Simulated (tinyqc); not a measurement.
Worked calculation: CIS on RHF in the sto-3g basis, frozen core, for BH2+, spin multiplicity 1. Computed by tinyqc, a small Python program that keeps every step (integrals from PySCF). Settings: charge = 1, multiplicity = 1, basis = sto-3g, method = RHF, frozen orbitals = 1, energy threshold = 1e-10, iteration cap = 58, orthogonalisation = symmetric, start = Wolfsberg-Helmholz matrix, DIIS depth = 6. Command: `OMP_NUM_THREADS=1 python tinyqc.py 26927 26928 out.jsonl` (the two numbers bound the seeds that draw the settings). One thread of a shared host (Intel(R) Xeon(R) Processor @ 2.60GHz), about 0.09 s of CPU time with the checks. The early iterations of the SCF are left out here.

## One-electron integrals

Geometry (angstrom):
```
atom         x          y         z
B     0.000000   0.000000  0.000000
H     0.000000   1.145000  0.449000
H     0.000000  -1.145000  0.449000
```

Basis sto-3g: exponents (1/bohr^2) and contraction coefficients of normalised primitives:
```
element  l (shell)   exponent  coefficient
B            s (1)  48.791113     0.154329
B            s (1)   8.887362     0.535328
B            s (1)   2.405267     0.444635
B            s (2)   2.236956    -0.099967
B            s (2)   0.519821     0.399513
B            s (2)   0.169062     0.700115
B            p (3)   2.236956     0.155916
B            p (3)   0.519821     0.607684
B            p (3)   0.169062     0.391957
H            s (1)   3.425251     0.154329
H            s (1)   0.623914     0.535328
H            s (1)   0.168855     0.444635
```

Overlap, kinetic and nuclear-attraction integrals over the contracted functions; the nuclear repulsion is the sum of Za Zb / Rab.

nuclear repulsion = 4.53372514 hartree

overlap S, lower triangle:
```
           1B 1s     1B 2s    1B 2px     1B 2py    1B 2pz     2H 1s     3H 1s
1B 1s   1.000000
1B 2s   0.269328  1.000000
1B 2px  0.000000  0.000000  1.000000
1B 2py  0.000000  0.000000  0.000000   1.000000
1B 2pz  0.000000  0.000000  0.000000   0.000000  1.000000
2H 1s   0.060716  0.455471  0.000000   0.441659  0.173192  1.000000
3H 1s   0.060716  0.455471  0.000000  -0.441659  0.173192  0.072656  1.000000
```

kinetic energy T (hartree), lower triangle:
```
            1B 1s     1B 2s    1B 2px     1B 2py    1B 2pz      2H 1s     3H 1s
1B 1s   10.826302
1B 2s   -0.047967  0.359168
1B 2px   0.000000  0.000000  1.123881
1B 2py   0.000000  0.000000  0.000000   1.123881
1B 2pz   0.000000  0.000000  0.000000   0.000000  1.123881
2H 1s   -0.014427  0.078763  0.000000   0.195628  0.076714   0.760032
3H 1s   -0.014427  0.078763  0.000000  -0.195628  0.076714  -0.011455  0.760032
```

nuclear attraction V (hartree), lower triangle:
```
             1B 1s      1B 2s     1B 2px     1B 2py     1B 2pz      2H 1s      3H 1s
1B 1s   -24.007917
1B 2s    -3.371127  -4.605993
1B 2px    0.000000   0.000000  -4.499473
1B 2py    0.000000   0.000000   0.000000  -4.697730
1B 2pz   -0.012702  -0.112729   0.000000   0.000000  -4.529960
2H 1s    -0.765254  -1.837469   0.000000  -1.685406  -0.680061  -3.582380
3H 1s    -0.765254  -1.837469   0.000000   1.685406  -0.680061  -0.295699  -3.582380
```

core Hamiltonian H = T + V (hartree), lower triangle:
```
             1B 1s      1B 2s     1B 2px     1B 2py     1B 2pz      2H 1s      3H 1s
1B 1s   -13.181615
1B 2s    -3.419094  -4.246825
1B 2px    0.000000   0.000000  -3.375592
1B 2py    0.000000   0.000000   0.000000  -3.573850
1B 2pz   -0.012702  -0.112729   0.000000   0.000000  -3.406079
2H 1s    -0.779681  -1.758705   0.000000  -1.489778  -0.603347  -2.822349
3H 1s    -0.779681  -1.758705   0.000000   1.489778  -0.603347  -0.307154  -2.822349
```

## Two-electron integrals

Functions are numbered as in S; the eight-fold symmetry (ij|kl) = (ji|kl) = (kl|ij) leaves the list below.

Two-electron integrals (ij|kl) in chemists' order, unique and non-zero (hartree):
```
(11|11) 2.923513    (21|11) 0.518376    (21|21) 0.109262    (22|11) 0.744229
(22|21) 0.193177    (22|22) 0.544804    (31|31) 0.020264    (32|31) 0.029996
(32|32) 0.120346    (33|11) 0.742491    (33|21) 0.193240    (33|22) 0.544682
(33|33) 0.586773    (41|41) 0.020264    (42|41) 0.029996    (42|42) 0.120346
(43|43) 0.031630    (44|11) 0.742491    (44|21) 0.193240    (44|22) 0.544682
(44|33) 0.523513    (44|44) 0.586773    (51|51) 0.020264    (52|51) 0.029996
(52|52) 0.120346    (53|53) 0.031630    (54|54) 0.031630    (55|11) 0.742491
(55|21) 0.193240    (55|22) 0.544682    (55|33) 0.523513    (55|44) 0.523513
(55|55) 0.586773    (61|11) 0.116536    (61|21) 0.024477    (61|22) 0.043410
(61|33) 0.043196    (61|41) 0.001665    (61|42) 0.003056    (61|44) 0.043773
(61|51) 0.000653    (61|52) 0.001198    (61|54) 0.000226    (61|55) 0.043285
(61|61) 0.005660    (62|11) 0.269377    (62|21) 0.070942    (62|22) 0.218663
(62|33) 0.212528    (62|41) 0.007286    (62|42) 0.043504    (62|44) 0.228308
(62|51) 0.002857    (62|52) 0.017060    (62|54) 0.006188    (62|55) 0.214954
(62|61) 0.016959    (62|62) 0.118770    (63|31) 0.007265    (63|32) 0.033511
(63|43) 0.008231    (63|53) 0.003228    (63|63) 0.013471    (64|11) 0.230680
(64|21) 0.061578    (64|22) 0.200322    (64|33) 0.189642    (64|41) 0.012759
(64|42) 0.070102    (64|44) 0.219425    (64|51) 0.002155    (64|52) 0.014349
(64|54) 0.008452    (64|55) 0.191690    (64|61) 0.015477    (64|62) 0.127583
(64|64) 0.147734    (65|11) 0.090459    (65|21) 0.024147    (65|22) 0.078554
(65|33) 0.074366    (65|41) 0.002155    (65|42) 0.014349    (65|44) 0.079590
(65|51) 0.008110    (65|52) 0.039137    (65|54) 0.010279    (65|55) 0.081625
(65|61) 0.006069    (65|62) 0.050030    (65|64) 0.052650    (65|65) 0.034117
(66|11) 0.424376    (66|21) 0.113871    (66|22) 0.396034    (66|33) 0.372320
(66|41) 0.014609    (66|42) 0.114417    (66|44) 0.433614    (66|51) 0.005729
(66|52) 0.044867    (66|54) 0.024036    (66|55) 0.381745    (66|61) 0.027805
(66|62) 0.271227    (66|64) 0.317312    (66|65) 0.124431    (66|66) 0.774606
(71|11) 0.116536    (71|21) 0.024477    (71|22) 0.043410    (71|33) 0.043196
(71|41) -0.001665   (71|42) -0.003056   (71|44) 0.043773    (71|51) 0.000653
(71|52) 0.001198    (71|54) -0.000226   (71|55) 0.043285    (71|61) 0.005365
(71|62) 0.015314    (71|64) 0.012662    (71|65) 0.005491    (71|66) 0.024338
(71|71) 0.005660    (72|11) 0.269377    (72|21) 0.070942    (72|22) 0.218663
(72|33) 0.212528    (72|41) -0.007286   (72|42) -0.043504   (72|44) 0.228308
(72|51) 0.002857    (72|52) 0.017060    (72|54) -0.006188   (72|55) 0.214954
(72|61) 0.015314    (72|62) 0.076440    (72|64) 0.061139    (72|65) 0.031374
(72|66) 0.132220    (72|71) 0.016959    (72|72) 0.118770    (73|31) 0.007265
(73|32) 0.033511    (73|43) -0.008231   (73|53) 0.003228    (73|63) 0.007781
(73|73) 0.013471    (74|11) -0.230680   (74|21) -0.061578   (74|22) -0.200322
(74|33) -0.189642   (74|41) 0.012759    (74|42) 0.070102    (74|44) -0.219425
(74|51) -0.002155   (74|52) -0.014349   (74|54) 0.008452    (74|55) -0.191690
(74|61) -0.012662   (74|62) -0.061139   (74|64) -0.042688   (74|65) -0.024648
(74|66) -0.100816   (74|71) -0.015477   (74|72) -0.127583   (74|74) 0.147734
(75|11) 0.090459    (75|21) 0.024147    (75|22) 0.078554    (75|33) 0.074366
(75|41) -0.002155   (75|42) -0.014349   (75|44) 0.079590    (75|51) 0.008110
(75|52) 0.039137    (75|54) -0.010279   (75|55) 0.081625    (75|61) 0.005491
(75|62) 0.031374    (75|64) 0.024648    (75|65) 0.020372    (75|66) 0.056731
(75|71) 0.006069    (75|72) 0.050030    (75|74) -0.052650   (75|75) 0.034117
(76|11) 0.044157    (76|21) 0.011577    (76|22) 0.035305    (76|33) 0.034485
(76|44) 0.035899    (76|51) 0.000828    (76|52) 0.004802    (76|55) 0.035501
(76|61) 0.002644    (76|62) 0.015704    (76|64) 0.014794    (76|65) 0.007241
(76|66) 0.031562    (76|71) 0.002644    (76|72) 0.015704    (76|74) -0.014794
(76|75) 0.007241    (76|76) 0.002609    (77|11) 0.424376    (77|21) 0.113871
(77|22) 0.396034    (77|33) 0.372320    (77|41) -0.014609   (77|42) -0.114417
(77|44) 0.433614    (77|51) 0.005729    (77|52) 0.044867    (77|54) -0.024036
(77|55) 0.381745    (77|61) 0.024338    (77|62) 0.132220    (77|64) 0.100816
(77|65) 0.056731    (77|66) 0.230825    (77|71) 0.027805    (77|72) 0.271227
(77|74) -0.317312   (77|75) 0.124431    (77|76) 0.031562    (77|77) 0.774606
```

## Orthogonalisation

S = U s U^T; symmetric (Loewdin) form X = U s^(-1/2) U^T, so that X^T S X = 1.

eigenvalues of S: 0.321830  0.338016  0.883736  1.000000  1.069168  1.589328  1.797922

X, lower triangle:
```
            1B 1s      1B 2s    1B 2px     1B 2py     1B 2pz      2H 1s     3H 1s
1B 1s    1.031742
1B 2s   -0.165429   1.265231
1B 2px   0.000000   0.000000  1.000000
1B 2py   0.000000   0.000000  0.000000   1.229709
1B 2pz  -0.008946   0.087591  0.000000   0.000000   1.032446
2H 1s    0.026573  -0.318525  0.000000  -0.327118  -0.118474   1.246742
3H 1s    0.026573  -0.318525  0.000000   0.327118  -0.118474  -0.036780  1.246742
```

## Iteration 7 (converged): orbitals

converged F (hartree), lower triangle:
```
            1B 1s      1B 2s     1B 2px     1B 2py     1B 2pz      2H 1s      3H 1s
1B 1s   -7.940769
1B 2s   -2.306316  -1.453215
1B 2px   0.000000   0.000000  -0.173517
1B 2py   0.000000   0.000000   0.000000  -0.664814
1B 2pz   0.007602  -0.096965   0.000000   0.000000  -0.212602
2H 1s   -0.531180  -0.719695   0.000000  -0.527104  -0.173903  -0.701969
3H 1s   -0.531180  -0.719695   0.000000   0.527104  -0.173903  -0.131719  -0.701969
```

Diagonalise F' = X^T F X, C = X C', fill 3 alpha and 3 beta electrons from the bottom; D = 2 C_occ C_occ^T. Each column has its largest component positive (the first on a tie).

F' = X^T F X (hartree), lower triangle:
```
           1          2          3          4          5          6          7
1  -7.752417
2  -1.169021  -0.703074
3   0.000000   0.000000  -0.173517
4   0.000000   0.000000   0.000000  -0.279231
5   0.003098   0.025921   0.000000   0.000000  -0.163166
6  -0.060983  -0.401630   0.000000  -0.437912  -0.134507  -0.262411
7  -0.060983  -0.401630   0.000000   0.437912  -0.134507  -0.065934  -0.262411
```

orbital energies (hartree): MO1 -7.945299, MO2 -0.987612, MO3 -0.858535, MO4 -0.222125, MO5 -0.173517, MO6 0.208032, MO7 0.382827

coefficients C:
```
              MO1        MO2        MO3        MO4       MO5        MO6        MO7
1B 1s    0.992213  -0.237714   0.000000   0.113666  0.000000  -0.198584   0.000000
1B 2s    0.030114   0.669423   0.000000  -0.482719  0.000000   1.075506   0.000000
1B 2px   0.000000   0.000000   0.000000   0.000000  1.000000   0.000000   0.000000
1B 2py   0.000000   0.000000   0.582025   0.000000  0.000000   0.000000   1.177898
1B 2pz   0.001025   0.088336   0.000000   0.862959  0.000000   0.590988   0.000000
2H 1s   -0.005221   0.305266   0.381108   0.206333  0.000000  -0.844047  -0.886271
3H 1s   -0.005221   0.305266  -0.381108   0.206333  0.000000  -0.844047   0.886271
```

D after iteration 7, lower triangle:
```
            1B 1s     1B 2s    1B 2px     1B 2py    1B 2pz      2H 1s     3H 1s
1B 1s    2.081990
1B 2s   -0.258504  0.898068
1B 2px   0.000000  0.000000  0.000000
1B 2py   0.000000  0.000000  0.000000   0.677505
1B 2pz  -0.039962  0.118330  0.000000   0.000000  0.015609
2H 1s   -0.155492  0.408390  0.000000   0.443629  0.053921   0.476916
3H 1s   -0.155492  0.408390  0.000000  -0.443629  0.053921  -0.104058  0.476916
```

## Convergence

Stop when the energy changes by less than 1e-10 hartree and every element of the error matrix X^T (F D S - S D F) X is below 3e-06.

Course of the cycle:
```
iteration   E (hartree)     change  largest element of the error matrix
1          -25.10518408          -                             2.70e-01
2          -25.14318860  -3.80e-02                             3.71e-02
3          -25.14748405  -4.30e-03                             1.08e-02
4          -25.14785288  -3.69e-04                             2.40e-04
5          -25.14785295  -6.76e-08                             2.51e-05
6          -25.14785295  -1.31e-09                             3.84e-06
7          -25.14785295  -2.45e-11                             8.50e-08
```

PySCF RHF in the same basis = -25.14785295 hartree

Converged in 7 iterations.

## Integrals over molecular orbitals

(pq|rs) = sum C_ip C_jq C_kr C_ls (ij|kl), one index at a time.

one-electron integrals over orbitals h = C^T H C (hartree), lower triangle:
```
            1          2          3          4          5          6          7
1  -13.168235
2    0.290987  -3.458797
3    0.000000   0.000000  -3.263100
4   -0.152876   0.079263   0.000000  -3.298417
5    0.000000   0.000000   0.000000   0.000000  -3.375592
6    0.210560  -0.483071   0.000000  -0.229985   0.000000  -2.693501
7    0.000000   0.000000  -0.551610   0.000000   0.000000   0.000000  -2.688829
```

Two-electron integrals over orbitals (pq|rs), unique and non-zero (hartree); the lowest 1 orbital is frozen and left out:
```
(22|22) 0.472283    (32|32) 0.146611    (33|22) 0.468745    (33|33) 0.489916
(42|22) 0.019450    (42|33) 0.015447    (42|42) 0.071005    (43|32) 0.020793
(43|43) 0.028200    (44|22) 0.450693    (44|33) 0.434881    (44|42) -0.067987
(44|44) 0.585674    (52|52) 0.075368    (53|53) 0.019670    (54|52) -0.027633
(54|54) 0.040006    (55|22) 0.473650    (55|33) 0.443739    (55|42) -0.031313
(55|44) 0.512151    (55|55) 0.586773    (62|22) 0.042727    (62|33) 0.006241
(62|42) -0.001515   (62|44) 0.064621    (62|55) 0.097033    (62|62) 0.086997
(63|32) -0.072104   (63|43) -0.022428   (63|63) 0.078697    (64|22) 0.023546
(64|33) 0.003780    (64|42) 0.012611    (64|44) 0.028920    (64|55) 0.033387
(64|62) 0.046077    (64|64) 0.032675    (65|52) 0.053498    (65|54) -0.011390
(65|65) 0.045270    (66|22) 0.475243    (66|33) 0.473163    (66|42) 0.055082
(66|44) 0.414919    (66|55) 0.448120    (66|62) 0.023538    (66|64) 0.022033
(66|66) 0.523619    (72|32) -0.016815   (72|43) -0.027612   (72|63) 0.051331
(72|72) 0.053423    (73|22) 0.040603    (73|33) 0.025909    (73|42) -0.046314
(73|44) 0.103280    (73|55) 0.105301    (73|62) 0.071670    (73|64) 0.029953
(73|66) -0.006665   (73|73) 0.105765    (74|32) -0.063291   (74|43) 0.007552
(74|63) 0.036346    (74|72) 0.003034    (74|74) 0.048182    (75|53) 0.016739
(75|75) 0.018454    (76|32) 0.122851    (76|43) 0.031921    (76|63) -0.085203
(76|72) -0.043067   (76|74) -0.052584   (76|76) 0.131234    (77|22) 0.471419
(77|33) 0.491629    (77|42) -0.001281   (77|44) 0.467789    (77|55) 0.465172
(77|62) 0.007879    (77|64) -0.000107   (77|66) 0.484738    (77|73) 0.035889
(77|77) 0.523424
```

## CIS matrix, singlets

A(ia,jb) = (e_a - e_i) d_ij d_ab + 2 (ia|jb) - (ij|ab).

CIS matrix A, singlet (hartree), lower triangle:
```
           2>4       2>5       2>6        2>7        3>4       3>5       3>6       3>7
2>4   0.456803
2>5   0.000000  0.491180
2>6  -0.026575  0.000000  0.894396
2>7   0.000000  0.000000  0.000000   1.005866
3>4   0.000000  0.000000  0.000000   0.008066   0.257929
3>5   0.000000  0.000000  0.000000   0.000000   0.000000  0.280620
3>6   0.000000  0.000000  0.000000  -0.020188  -0.048636  0.000000  0.750800
3>7  -0.029337  0.000000  0.020489   0.000000   0.000000  0.000000  0.000000  0.961264
```

## CIS singlet states

dipole integrals <i|r|a> (bohr):
```
            x          y          z
2>4  0.000000   0.000000   0.844544
2>5  0.830205   0.000000   0.000000
2>6  0.000000   0.000000  -0.026280
2>7  0.000000  -0.514756   0.000000
3>4  0.000000   0.211881   0.000000
3>5  0.000000   0.000000   0.000000
3>6  0.000000  -1.096580   0.000000
3>7  0.000000   0.000000  -0.558967
```

Diagonalise A (1 hartree = 27.211386 eV); each vector has its largest component positive (the first on a tie). The transition dipole is mu = sqrt2 sum c_ia <i|r|a>.

singlet excitation energies (eV): 6.887926  7.636051  12.344220  13.365676  20.512608  24.199320  26.381772  27.419370

lowest vectors:
```
       state 1   state 2   state 3   state 4    state 5    state 6
2>4   0.000000  0.000000  0.996812  0.000000   0.000000  -0.039221
2>5   0.000000  0.000000  0.000000  1.000000   0.000000   0.000000
2>6   0.000000  0.000000  0.057532  0.000000   0.000000   0.956705
2>7  -0.008065  0.000000  0.000000  0.000000   0.082525   0.000000
3>4   0.995258  0.000000  0.000000  0.000000  -0.095947   0.000000
3>5   0.000000  1.000000  0.000000  0.000000   0.000000   0.000000
3>6   0.096937  0.000000  0.000000  0.000000   0.991960   0.000000
3>7   0.000000  0.000000  0.055286  0.000000   0.000000  -0.288403
```

oscillator strengths 2/3 w |mu|^2: 0.003990  0.000000  0.396294  0.451388  1.330568  0.012565

## CIS matrix, triplets

A(ia,jb) = (e_a - e_i) d_ij d_ab - (ij|ab).

CIS matrix A, triplet (hartree), lower triangle:
```
           2>4       2>5        2>6        2>7        3>4       3>5       3>6       3>7
2>4   0.314793
2>5   0.000000  0.340444
2>6  -0.023546  0.000000   0.720401
2>7   0.000000  0.000000   0.000000   0.899020
3>4   0.000000  0.000000   0.000000   0.063291   0.201529
3>5   0.000000  0.000000   0.000000   0.000000   0.000000  0.241279
3>6   0.000000  0.000000   0.000000  -0.122851  -0.003780  0.000000  0.593405
3>7   0.063291  0.000000  -0.122851   0.000000   0.000000  0.000000  0.000000  0.749734
```

## CIS triplet states

Diagonalise A (1 hartree = 27.211386 eV); each vector has its largest component positive (the first on a tie).

triplet excitation energies (eV): 5.325082  6.565538  8.317895  9.263964  14.993306  16.687061  23.565406  25.776450

lowest vectors:
```
       state 1   state 2    state 3   state 4   state 5   state 6
2>4   0.000000  0.000000   0.990471  0.000000  0.000000  0.077341
2>5   0.000000  0.000000   0.000000  1.000000  0.000000  0.000000
2>6   0.000000  0.000000   0.015703  0.000000  0.000000  0.758622
2>7  -0.092944  0.000000   0.000000  0.000000  0.324604  0.000000
3>4   0.995485  0.000000   0.000000  0.000000  0.048572  0.000000
3>5   0.000000  1.000000   0.000000  0.000000  0.000000  0.000000
3>6  -0.019249  0.000000   0.000000  0.000000  0.944602  0.000000
3>7   0.000000  0.000000  -0.136826  0.000000  0.000000  0.646924
```
